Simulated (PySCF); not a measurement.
## Molecular orbitals of SH

PBE0 at R = 1.346 Å; basis H def2-TZVP, S def2-TZVP; no relativity; PySCF 2.14. State: ²Π (doublet), unpaired electrons π ↑. Only the outer orbitals are listed, counted within each symmetry.

```tsv
spin	orbital	occ.	ε (eV)	on H (%)	main shells (%)
α	4σ	1	-20.62	11	87 S s, 10 H s
α	5σ	1	-11.56	28	59 S p, 28 H s, 10 S s
α	2π	1	-9.20	0	100 S p
α	2π	1	-7.80	0	100 S p
α	6σ	0	0.57	78	78 H s, 23 S p
α	7σ	0	4.79	64	64 H s, 22 S d, 14 S p
α	3π	0	7.33	0	100 S p
β	4σ	1	-19.36	14	82 S s, 14 H s
β	5σ	1	-11.17	28	57 S p, 28 H s, 14 S s
β	2π	1	-7.41	0	100 S p
β	2π	0	-4.42	0	100 S p
β	6σ	0	0.85	79	78 H s, 22 S p
β	7σ	0	5.12	63	63 H s, 20 S d, 18 S p
```

**Question.** Which are the highest filled and the lowest empty level, where do they sit, and how wide is the gap?

**Answer.** Highest filled β 2π at -7.41 eV (in %: 100 S p); lowest empty β 2π at -4.42 eV (in %: 100 S p); the gap at PBE0 is 2.99 eV. Both belong to one degenerate shell, split only by its one-sided filling, so this is no excitation gap.

- bond order (Mayer): 0.96
- ⟨S²⟩: 0.755
- charge on H (Mulliken, basis-dependent): 0.17
- charge on H (Löwdin, basis-dependent): 0.01
- dipole moment (positive dipole means H(−)S(+)): -0.90 D
- polarisability along the bond: 19.4 bohr³
- polarisability across the bond: 13.3 bohr³

The state was picked by a PBE0 search and need not be the measured ground state.
